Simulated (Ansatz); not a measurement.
Species: C4H5 (charge 0, doublet). It need not be the lowest isomer of its formula. SMILES: [CH2]C#CC
Geometry from a B3LYP-D3(BJ)/def2-TZVP (Ansatz, a program for electronic structure) optimisation:
```xyz
9

C     -0.0030    -0.1564     2.0674
C     -0.0010    -0.0559     0.7061
C      0.0008     0.0323    -0.5132
C      0.0029     0.1519    -1.9587
H     -0.9312    -0.2049     2.6212
H      0.9235    -0.1905     2.6250
H     -0.0047     1.2023    -2.2661
H      0.8918    -0.3120    -2.3930
H     -0.8770    -0.3258    -2.3966
```
Charge 0, spin multiplicity 2.

Computed values are from Ansatz. Valence correlation only, unless marked. Open shells are spin-unrestricted. Spin-orbit coupling is left out. Non-relativistic. Basis-set limits of correlation are two-point, X^-3; Hartree-Fock from the larger set. [CCSD(T)-MP2]/basis is that difference in the basis named.

- atomisation energy De: 902.0 kcal/mol at RI-MP2/CBS(cc-pVTZ,cc-pVQZ)+[CCSD(T)-MP2]/cc-pVTZ
- total energy: -155.1025 Eh at RI-MP2/CBS(cc-pVTZ,cc-pVQZ)+[CCSD(T)-MP2]/cc-pVTZ
- dipole moment: 0.96 D at wB97M-V/def2-TZVPD
- T1 diagnostic: 0.028 at CCSD/cc-pVTZ

The UHF reference is spin-contaminated (<S^2> 0.19 over the pure value in the largest basis).
